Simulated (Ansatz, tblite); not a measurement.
**The cluster Cr2O2−: a ladder of methods and basis sets**

Aim: run the doublet of the cluster Cr2O2− at one geometry on many levels, and compare frontier levels, spin and run time.

Program: Ansatz 0.2.0, Gaussian basis. Level of theory: as each input shows. These are calculated values, not measurements.

Levels to be run: GFN1-xTB, GFN2-xTB, PBE-D4/def2-TZVPD, r2SCAN-D4/def2-TZVPD, CAM-B3LYP-D4/def2-TZVPD, HSE06-D4/def2-TZVPD, B2PLYP/def2-TZVPD, HF/def2-TZVPD, B3LYP-D4/def2-TZVPD, LC-ωPBE(0.10)/def2-TZVPD, LC-ωPBE(0.15)/def2-TZVPD, LC-ωPBE(0.20)/def2-TZVPD, LC-ωPBE(0.30)/def2-TZVPD, PBE-D4/def2-SVPD, PBE0-D4/def2-SVPD, CCSD(T)/def2-SVPD, MP2/def2-TZVPD, RPA/def2-TZVPD.

2 further runs of the same task are left out: 2 for a known fault of the program.

### Step 1. The structure

The geometry is that of the doublet, from an earlier relaxation (PBE-D4/def2-SVPD). At that level it is the lowest of the isomers that a small search found.

4 atoms, charge -1, spin multiplicity 2.

Bond lengths: Cr1–O3 1.861 Å, Cr1–O4 1.635 Å, Cr2–O3 1.774 Å. Angles: O3–Cr1–O4 132.6°, Cr1–O3–Cr2 88.4°.

No spin-orbit coupling is included. The ion is computed in the gas phase, without counter-ions or solvent.

PBE0-D4/def2-TZVPD was run before; its log isn't repeated, and its numbers join the tables.

### Step 2. GFN1-xTB

Tight binding, by tblite at 300 K electronic temperature and without a spin-polarisation term:

```python
tblite.interface.Calculator('GFN1-xTB', numbers, positions, charge=-1, uhf=1).singlepoint()
```

Energy -361.8772 eV; 0.004 s.

### Step 3. GFN2-xTB

Tight binding, by tblite at 300 K electronic temperature and without a spin-polarisation term:

```python
tblite.interface.Calculator('GFN2-xTB', numbers, positions, charge=-1, uhf=1).singlepoint()
```

Energy -331.7118 eV; 0.012 s.

### Step 4. PBE-D4/def2-TZVPD

start.molden holds the orbitals of an earlier run on this state, given as this run's starting guess.

The input, in.yaml:

```yaml
crystal:
  periodic: [false, false, false]
  atoms:
    - {symbol: Cr, position_ang: [-0.705761, -0.071041, 0.316557]}
    - {symbol: Cr, position_ang: [1.463983, 1.162747, -0.120988]}
    - {symbol: O, position_ang: [0.256100, 0.432389, -1.194808]}
    - {symbol: O, position_ang: [-1.014322, -1.524095, 0.999239]}
basis:
  gaussian: {orbitals: def2-TZVPD, initial_orbitals: start.molden}
total_charge: -1
magnetization: {spin_polarized: true, initial_magnetization: 1}
hamiltonian: {xc: pbe, dispersion: d4}
scf: {omitted_lower_state_checks: [starts]}
output: {forces: true, orbitals: {seedname: orbitals}}
```

Started as:

```bash
$ ansatz run in.yaml --threads 4 --pin off --events-out ev --progress --plain --max-ram 3916MiB
```

After this run come: r2SCAN-D4/def2-TZVPD; CAM-B3LYP-D4/def2-TZVPD; HSE06-D4/def2-TZVPD; B2PLYP/def2-TZVPD; HF/def2-TZVPD; B3LYP-D4/def2-TZVPD; LC-ωPBE(0.10)/def2-TZVPD; LC-ωPBE(0.15)/def2-TZVPD; LC-ωPBE(0.20)/def2-TZVPD; LC-ωPBE(0.30)/def2-TZVPD; PBE-D4/def2-SVPD; PBE0-D4/def2-SVPD; CCSD(T)/def2-SVPD; MP2/def2-TZVPD; RPA/def2-TZVPD.

Q: Predict the results of all the runs planned. Wanted: gap in def2-TZVPD, named functionals and Hartree-Fock, smallest and largest; correlation energy, CCSD(T)/def2-SVPD; correlation energy, MP2/def2-TZVPD; ⟨S²⟩ in def2-TZVPD, named functionals and Hartree-Fock, smallest and largest; PBE0 total energy, smallest basis above largest.

**Answer**, as computed:

| quantity | value |
| --- | --- |
| gap in def2-TZVPD, named functionals and Hartree-Fock, smallest and largest | 0.31 eV (PBE-D4), 6.58 eV (HF) |
| correlation energy, CCSD(T)/def2-SVPD | -27.37 eV |
| correlation energy, MP2/def2-TZVPD | -34.24 eV |
| ⟨S²⟩ in def2-TZVPD, named functionals and Hartree-Fock, smallest and largest | 3.958, 4.790 |
| PBE0 total energy, smallest basis above largest | 12.43 eV (def2-SVPD, def2-TZVPD) |

**Reading.** Orbital gaps of the named functionals and Hartree-Fock in def2-TZVPD span 0.31 eV (PBE-D4) to 6.58 eV (HF); exact exchange widens it. Over the named functionals and Hartree-Fock in def2-TZVPD spin contamination reaches 4.04 (HF), and every level is far from pure, so all describe a mixture with higher spin. PBE-D4, r2SCAN-D4, HSE06-D4 put the HOMO above zero: the outermost electron is held by the basis alone. Notes on CCSD(T)/def2-SVPD: large T1 diagnostic, spin contamination, state flagged by the program.
